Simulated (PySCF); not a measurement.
Ligands exchanged one at a time, Al Cl-H. Gas-phase values, no solvent. Strings in code marks are SMILES.

The S1–T1 gap (TDA) from two functionals at the same geometries (PBE0-D3(BJ)/def2-TZVP), both in PySCF: PBE-D3(BJ)/def2-TZVP and ωB97X-D3(BJ)/def2-TZVP. Excitations are Tamm–Dancoff values on a coarser integration grid. The basis has no diffuse functions, so Rydberg states are missing or too high.

```json
[
 {"species": "0 of 3 Cl replaced by H (`[Cl][Al]([Cl])[Cl]`)", "PBE-D3(BJ)/def2-TZVP (eV)": "0.24", "ωB97X-D3(BJ)/def2-TZVP (eV)": "0.31"},
 {"species": "1 of 3 Cl replaced by H (`[AlH]([Cl])[Cl]`)", "PBE-D3(BJ)/def2-TZVP (eV)": "0.26", "ωB97X-D3(BJ)/def2-TZVP (eV)": "0.44"},
 {"species": "2 of 3 Cl replaced by H (`[AlH2][Cl]`)", "PBE-D3(BJ)/def2-TZVP (eV)": "0.34", "ωB97X-D3(BJ)/def2-TZVP (eV)": "0.36"}
]
```

Over these rows, drawn at random from the members with no instability flagged (it was tested for open shells, ions and some series alone), PBE minus ωB97X-D3(BJ): mean -0.09 eV, from -0.17 eV to -0.03 eV.
